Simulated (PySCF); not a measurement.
## How the functional moves excitation energies

Compound: C2HCl3.
SMILES: `ClC=C(Cl)Cl`

Linear-response calculations in the def2-SVPD basis (PySCF; singlets by full response, triplets Tamm–Dancoff, core orbitals frozen in the response; HF means time-dependent Hartree–Fock). 'Strongest' is the level of largest summed f among the singlets computed (10 roots, of which the last may lack a degenerate partner); it can jump between rows when another state enters that window. S1 is the lowest singlet of each run and needn't be the same state throughout; f(S1) is that of one state. Geometry: PBE0-D3(BJ)/def2-SVP; no solvent, vibrations or thermal averaging.

| functional | kind | S1 (eV) | f(S1) | strongest (eV) | T1 (eV) | HOMO (eV) | gap (eV) | ionisation energy, ΔSCF (eV) |
| --- | --- | --- | --- | --- | --- | --- | --- | --- |
| LDA | LDA | 5.22 | 0.000 | 5.61 | 3.82 | -6.45 | 4.33 | 9.42 |
| PBE | GGA | 5.21 | 0.000 | 5.65 | 3.68 | -6.31 | 4.39 | 9.23 |
| PBE0 | global hybrid, 25% exact exchange | 5.70 | 0.000 | 6.04 | 3.65 | -7.48 | 6.46 | 9.50 |
| BHandHLYP | global hybrid, 50% exact exchange | 6.04 | 0.000 | 6.30 | 3.61 | -8.50 | 8.54 | 9.56 |
| CAM-B3LYP | range-separated hybrid | 5.90 | 0.000 | 6.12 | 3.66 | -8.75 | 8.85 | 9.61 |
| wB97X-D | range-separated hybrid | 5.94 | 0.000 | 6.15 | 3.76 | -9.29 | 10.04 | 9.60 |
| LC-wPBE | range-separated hybrid | 6.25 | 0.000 | 6.33 | 3.59 | -10.12 | 11.29 | 9.83 |
| HF | Hartree–Fock | 6.67 | 0.002 | 6.68 | 3.22 | -10.05 | 12.63 | not settled |

Problem. What does B3LYP (global hybrid, 20% exact exchange) give?

Solution. S1 (eV) 5.57, f(S1) 0.000, strongest (eV) 5.92, T1 (eV) 3.69, HOMO (eV) -7.24, gap (eV) 6.02, ionisation energy, ΔSCF (eV) 9.45. S1 runs from 5.21 eV (PBE) to 6.67 eV (HF), a spread of 1.45 eV, while the orbital gap spreads over 8.3 eV. Along PBE (0%), B3LYP (20%), PBE0 (25%), BHandHLYP (50%), HF (100%) S1 rises with the share of exact exchange. −ε(HOMO) comes closest to its own ΔSCF ionisation energy with LC-wPBE (+0.29 eV) and misses most with LDA (-2.97 eV). 'Not settled' means that the ion's SCF failed to converge or may have ended in another state than the lowest.
